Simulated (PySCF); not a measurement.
thioformamide, CH3NS, SMILES NC=S, point group Cs.

Force field and properties: PBE0/pcSseg-1 (PySCF, grid level 2). Vibrational terms come from second-order perturbation theory with semi-diagonal cubic constants, by steps of ±0.6 along the normal coordinates of each isotopologue. The parent has the commonest isotopes.

Equilibrium geometry (Å):

```tsv
atom	x	y	z
N1	-0.7231	-0.0717	0.0270
C2	0.5890	0.1622	-0.0624
S3	1.7801	-0.9589	0.0468
H4	-1.0500	-1.0182	0.1761
H5	-1.4010	0.6725	-0.0502
H6	0.8176	1.2221	-0.2236
```

Problem. How much do zero-point and thermal motion change the parent's shieldings?

Solution. 
```json
{"atom": "N1", "σe (ppm)": "115.09", "anharmonic part, 0 K": "-0.89", "harmonic part, 0 K": "-6.27", "Δσ at 0 K": "-7.15", "Δσ at 298.15 K": "-7.44", "Δσ at 350 K": "-7.53"}
{"atom": "C2", "σe (ppm)": "-12.15", "anharmonic part, 0 K": "-1.95", "harmonic part, 0 K": "-3.70", "Δσ at 0 K": "-5.65", "Δσ at 298.15 K": "-6.73", "Δσ at 350 K": "-7.17"}
{"atom": "S3", "σe (ppm)": "141.52", "anharmonic part, 0 K": "-13.00", "harmonic part, 0 K": "-35.49", "Δσ at 0 K": "-48.49", "Δσ at 298.15 K": "-57.50", "Δσ at 350 K": "-61.31"}
{"atom": "H4", "σe (ppm)": "25.10", "anharmonic part, 0 K": "-0.01", "harmonic part, 0 K": "-0.48", "Δσ at 0 K": "-0.49", "Δσ at 298.15 K": "-0.47", "Δσ at 350 K": "-0.46"}
{"atom": "H5", "σe (ppm)": "25.64", "anharmonic part, 0 K": "0.12", "harmonic part, 0 K": "-0.54", "Δσ at 0 K": "-0.42", "Δσ at 298.15 K": "-0.40", "Δσ at 350 K": "-0.39"}
{"atom": "H6", "σe (ppm)": "22.51", "anharmonic part, 0 K": "-0.16", "harmonic part, 0 K": "-0.38", "Δσ at 0 K": "-0.54", "Δσ at 298.15 K": "-0.57", "Δσ at 350 K": "-0.59"}
```

Problem. And the bond lengths, in the parent and with ²H at 5?

Solution. 
```tsv
bond	re (Å)	⟨r⟩ at 0 K	between mean positions	⟨r⟩, labelled
N1–C2	1.3358	1.3461	1.3443	1.3456
C2–S3	1.6394	1.6432	1.6423	1.6433
N1–H4	1.0123	1.0327	1.0110	1.0326
N1–H5	1.0096	1.0304	1.0018	1.0248
C2–H6	1.0961	1.1175	1.1040	1.1175
```

Problem. What are the dipole moments?

Solution. 4.536 D at equilibrium; averaged at 0 K: parent 4.359 D; ²H at 5 4.384 D; ²H at 4 4.368 D; ³³S at 3, ²H at 5 4.384 D; ¹⁵N at 1 4.361 D; ³³S at 3 4.359 D; ¹³C at 2, ²H at 5 4.384 D. Measured: 4.01 D (NIST CCCBDB Release 22 (SRD 101), experimental dipoles).

Internal rotors are held in one well.

The study (211 SCF points, 73 basis functions) took 8 min on 1 thread of AMD EPYC 7B13 (shared host) (rough), peak memory 0.38 GiB, launched as `OMP_NUM_THREADS=1 python ens_run.py task.json out`.
